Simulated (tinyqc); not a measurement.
Inside a calculation. Method: MP2 on RHF in the sto-3g basis, frozen core, for H2O, spin multiplicity 1. One step of it, computed by the program tinyqc.

Question. Second-order Moller-Plesset energy. E2 = sum_ijab (ia|jb) [2 (ia|jb) - (ib|ja)] / (e_i + e_j - e_a - e_b) over occupied i, j and virtual a, b; the opposite-spin part is (ia|jb)^2 / denominator, the rest is same-spin, and SCS-MP2 scales them by 6/5 and 1/3.

orbital energies (hartree): MO1 -20.231206, MO2 -1.266709, MO3 -0.633212, MO4 -0.439685, MO5 -0.387081, MO6 0.605277, MO7 0.774728

Two-electron integrals over orbitals (pq|rs), unique and non-zero (hartree); the lowest 1 orbital is frozen and left out:
```
(22|22) 0.726692    (32|32) 0.146244    (33|22) 0.644978    (33|33) 0.634579
(42|22) 0.005724    (42|33) 0.007210    (42|42) 0.124534    (43|32) 0.019979
(43|43) 0.045550    (44|22) 0.681304    (44|33) 0.601716    (44|42) -0.105189
(44|44) 0.797047    (52|52) 0.144501    (53|53) 0.028853    (54|52) -0.045234
(54|54) 0.055720    (55|22) 0.747355    (55|33) 0.629402    (55|42) -0.064977
(55|44) 0.735672    (55|55) 0.880159    (62|22) 0.141888    (62|33) 0.073628
(62|42) 0.021191    (62|44) 0.094584    (62|55) 0.160028    (62|62) 0.101326
(63|32) -0.044523   (63|43) -0.028260   (63|63) 0.074479    (64|22) 0.092778
(64|33) 0.041392    (64|42) -0.022348   (64|44) 0.115311    (64|55) 0.109815
(64|62) 0.062028    (64|64) 0.062718    (65|52) 0.060870    (65|54) -0.002527
(65|65) 0.039187    (66|22) 0.609060    (66|33) 0.570167    (66|42) 0.060699
(66|44) 0.545466    (66|55) 0.584520    (66|62) 0.092474    (66|64) 0.043459
(66|66) 0.592276    (72|32) 0.040451    (72|43) -0.032367   (72|63) 0.035288
(72|72) 0.061750    (73|22) 0.140112    (73|33) 0.091671    (73|42) -0.072149
(73|44) 0.165304    (73|55) 0.190223    (73|62) 0.078272    (73|64) 0.072816
(73|66) 0.037285    (73|73) 0.150185    (74|32) -0.074986   (74|43) 0.004505
(74|63) 0.044031    (74|72) -0.017163   (74|74) 0.066274    (75|53) 0.023782
(75|75) 0.024688    (76|32) 0.102152    (76|43) 0.045929    (76|63) -0.068651
(76|72) -0.008487   (76|74) -0.056745   (76|76) 0.118539    (77|22) 0.626777
(77|33) 0.613039    (77|42) -0.015240   (77|44) 0.614565    (77|55) 0.629670
(77|62) 0.070430    (77|64) 0.041058    (77|66) 0.564920    (77|73) 0.098407
(77|77) 0.623924
```

Hartree-Fock energy = -74.95775801 hartree

Give: Terms; Pair energies; MP2 correlation energy; SCS-MP2 correlation energy; MP2 total energy.

Answer.

Terms:
```
i  j  a  b  (ia|jb)  (ib|ja)  denominator       term
3  3  7  7   0.1502   0.1502      -2.8159    -0.0080
4  3  6  7   0.0728   0.0440      -2.4529    -0.0030
3  4  7  6   0.0728   0.0440      -2.4529    -0.0030
2  3  6  7   0.0783   0.0353      -3.2799    -0.0029
3  2  7  6   0.0783   0.0353      -3.2799    -0.0029
2  2  6  6   0.1013   0.1013      -3.7440    -0.0027
3  3  6  6   0.0745   0.0745      -2.4770    -0.0022
4  4  6  6   0.0627   0.0627      -2.0899    -0.0019
4  4  7  7   0.0663   0.0663      -2.4288    -0.0018
4  2  6  6   0.0620   0.0620      -2.9169    -0.0013
2  4  6  6   0.0620   0.0620      -2.9169    -0.0013
2  2  7  7   0.0617   0.0617      -4.0829    -0.0009
5  5  6  6   0.0392   0.0392      -1.9847    -0.0008
3  4  6  7   0.0440   0.0728      -2.4529  -2.74e-04
4  3  7  6   0.0440   0.0728      -2.4529  -2.74e-04
5  5  7  7   0.0247   0.0247      -2.3236  -2.62e-04
2  4  7  7  -0.0172  -0.0172      -3.2558  -9.05e-05
4  2  7  7  -0.0172  -0.0172      -3.2558  -9.05e-05
3  2  6  7   0.0353   0.0783      -3.2799   8.28e-05
2  3  7  6   0.0353   0.0783      -3.2799   8.28e-05
```

Pair energies (hartree; pair i-j sums ij and ji):
```
pair  opposite spin  same spin
2-2         -0.0037     0.0000
3-2         -0.0045    -0.0011
3-3         -0.0102     0.0000
4-2         -0.0028     0.0000
4-3         -0.0059    -0.0007
4-4         -0.0037     0.0000
5-5         -0.0010     0.0000
```

MP2 correlation energy = -0.033673 hartree

SCS-MP2 correlation energy = -0.038845 hartree

MP2 total energy = -74.991431 hartree
